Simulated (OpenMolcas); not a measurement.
# A ladder of methods for LiH (SMILES [LiH])

The species is LiH (2 atoms), meant as a singlet with charge 0. As SMILES, `[LiH]`. Geometry: the measured bond length.

```xyz
2

Li    0.0000    0.0000    0.0000
H     0.0000    0.0000    1.5957
```

Each level gives the energy change with the Li1–H2 bond stretched from 1.596 to 3.191 Å (eV). The values are calculated.

```tsv
level	kind	program	value (eV)	less FCI/def2-SVP
HF/def2-SVP (restricted)	Hartree–Fock	OpenMolcas	2.26	+0.52
SVWN5/def2-SVP (restricted)	LDA	OpenMolcas	1.87	+0.13
r2SCAN/def2-SVP (restricted)	meta-GGA	OpenMolcas	1.96	+0.22
B3LYP/def2-SVP (restricted)	global hybrid	OpenMolcas	2.04	+0.30
PBE0/def2-SVP (restricted)	global hybrid	OpenMolcas	2.04	+0.30
B2PLYP/def2-SVP (restricted)	double hybrid	OpenMolcas	2.06	+0.32
SC-NEVPT2(2,2)/def2-SVP	multireference	OpenMolcas	1.66	-0.08
CISD/def2-SVP (restricted)	coupled cluster or CI	OpenMolcas	1.75	+0.01
FCI/def2-SVP	exact in the basis	OpenMolcas	1.74	0.00
```

FCI/def2-SVP is exact within its basis and frozen core, so for wave-function methods in that basis the difference is their error; functionals converge differently with the basis, so for them it is only a difference. Spin-restricted single references rise too steeply as a bond breaks, Hartree–Fock most of all. The first shape isn't each level's own minimum. The values span 1.66 to 2.26 eV.
